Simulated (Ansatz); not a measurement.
Ideal-gas functions of C3H4O (`O=C1CC1`) at 800 K and 1 bar, from an Ansatz frequency run at PBE0-D4/def2-TZVP.

Molar mass 56.06 g/mol, point group C2v (symmetry number 2), electronic degeneracy 1, moments of inertia 24.597, 67.197, 85.065 u Å². Harmonic wavenumbers (cm⁻¹, unscaled): 319, 515, 620, 701, 751, 965, 1016, 1073, 1079, 1105, 1166, 1406, 1426, 1974, 3135, 3135, 3215, 3229.

Use S(trans) = R[1.5 ln M + 2.5 ln T − 1.1517]; rotational temperatures θ = 24.2544 K / I; S(rot) = R[ln(√π/σ · √(T³/θAθBθC)) + 1.5]; for each mode x = 1.438777 ν̃/T, S = R[x/(eˣ − 1) − ln(1 − e⁻ˣ)] and H = RT x/(eˣ − 1); 1 cm⁻¹ = 0.0119627 kJ/mol; R = 8.31446 J/(mol·K).

Problem. By hand: the entropy, in J/(mol·K).

Solution. Translation 179.6. Rotation: θ = 0.9861, 0.3609, 0.2851 K, giving 104.3. Vibration, mode by mode: 13.05, 9.24, 7.83, 6.92, 6.42, 4.70, 4.37, 4.03, 4.00, 3.85, 3.53, 2.51, 2.44, 1.12, 0.20, 0.20, 0.17, 0.17, in all 74.7. Electronic 0.0. Sum 358.6 J/(mol·K).

Problem. By hand: H − E and G − E in kJ/mol, counted from the electronic energy.

Solution. Zero-point energy ½ × 26830 × 0.0119627 = 160.5; thermal vibration 36.3; translation, rotation and pV give 4 RT = 26.6. H − E = 223.4 kJ/mol, and G − E = 223.4 − 800 × 358.6/1000 = -63.5 kJ/mol.

Vibration gives 21 % of the entropy.
